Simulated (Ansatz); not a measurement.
Input file:

```yaml
crystal:
  periodic: [false, false, false]
  atoms:
    - {symbol: Al, position_ang: [0.000000, 0.000000, 1.730700]}
    - {symbol: O, position_ang: [0.000000, 0.000000, 0.035000]}
    - {symbol: Ga, position_ang: [0.000000, 0.000000, -1.765700]}
basis:
  gaussian: {orbitals: 6-31G}
total_charge: 1
magnetization: {spin_polarized: false, initial_magnetization: 3}
correlation: {method: sc_nevpt2, electrons: outside_noble_gas, active_space: {window: {electrons: 3, orbitals: 4}}}
```

```sh
$ ansatz run in.yaml --threads 1 --pin off --events-out ev --progress --plain --max-ram 2393MiB
```

The program prints:

```
468 factors; integrals over basis functions are off by at most 4.1e-4 eV
mean field evaluation 1: about -60922.9921 eV, gradient 7.4e1 eV
mean field evaluation 2: about -60923.0365 eV, gradient 7.4e1 eV
mean field evaluation 4: about -60934.2446 eV, gradient 2.3e1 eV
mean field evaluation 8: about -60936.6074 eV, gradient 1.5e0 eV
mean field evaluation 16: about -60936.6639 eV, gradient 4.3e-3 eV
mean field evaluation 32: about -60935.0951 eV, gradient 1.0e-5 eV
mean field evaluation 64: about -60935.0621 eV, gradient 5.5e-1 eV
mean field evaluation 96: about -60936.5352 eV, gradient 1.4e0 eV
mean field evaluation 128: about -60936.4520 eV, gradient 2.3e-1 eV
mean field evaluation 160: about -60928.5938 eV, gradient 3.8e1 eV
mean field evaluation 192: about -60928.2353 eV, gradient 2.9e-1 eV
mean field evaluation 224: about -60936.4252 eV, gradient 2.6e0 eV
mean field evaluation 256: about -60936.4492 eV, gradient 6.9e-1 eV
mean field evaluation 288: about -60936.4705 eV, gradient 2.0e-1 eV
mean field evaluation 320: about -60936.4698 eV, gradient 1.8e-1 eV
mean field evaluation 352: about -60935.6787 eV, gradient 2.4e-6 eV
mean field -60936.66390346 eV, -2239.3810940979 hartree, gradient 2.9e-6 eV, S^2 3.750000; 13 other end points of the search recorded, 0 dependent functions left out
reference -60936.66390346 eV, -2239.3810940979 hartree; 27, 24 occupied and 24, 27 virtual orbitals, 468 factors
state -60936.66390346 eV, -2239.3810940979 hartree
state -60936.66390346 eV, -2239.3810940979 hartree; corrected -60940.93938096 eV, -2239.5382149979 hartree
state -60935.09510599 eV, -2239.3234418541 hartree
state -60935.09510599 eV, -2239.3234418541 hartree; corrected -60938.17524128 eV, -2239.4366347385 hartree
state -60936.66390346 eV, -2239.3810940979 hartree; corrected -60940.93938096 eV, -2239.5382149979 hartree
state -60935.67872313 eV, -2239.3448893885 hartree
state -60935.67872313 eV, -2239.3448893885 hartree; corrected -60938.73793482 eV, -2239.4573133447 hartree
state -60936.66390346 eV, -2239.3810940979 hartree; corrected -60940.93938096 eV, -2239.5382149979 hartree
WARN: 1 active orbitals are nearly empty or full. The corrections depend on them more than the energy does, and are more stable in an active space without them
Total energy: -60940.93938096 eV, -2239.5382149979 hartree
```

Natural occupations: 1.0000 1.0000 1.0000 0.0000.

Ran on 1 thread of Arm Neoverse V2, shared host: 20 s wall, 0.18 GiB peak host memory.
